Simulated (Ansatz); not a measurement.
## LA phonon frequency at L of rock-salt NaI at several levels of theory

No measured value is used here.

```json
[
 {"level (code)": "LDA (Ansatz)", "value (cm⁻¹)": "81", "cell (Å³/atom)": "30.66"},
 {"level (code)": "PBE (Ansatz)", "value (cm⁻¹)": "[?]", "cell (Å³/atom)": "34.80"},
 {"level (code)": "r²SCAN (Ansatz)", "value (cm⁻¹)": "79", "cell (Å³/atom)": "33.71"}
]
```

Task: Complete the blanks.

Result: 
- PBE (Ansatz, a quantum-chemistry and plane-wave program), value (cm⁻¹): 74

Each level is taken at its own relaxed cell. Cutoffs differ between the levels. Ansatz's density-functional and Hartree–Fock values are scalar-relativistic unless marked +SOC, with PAW data made under PBE.
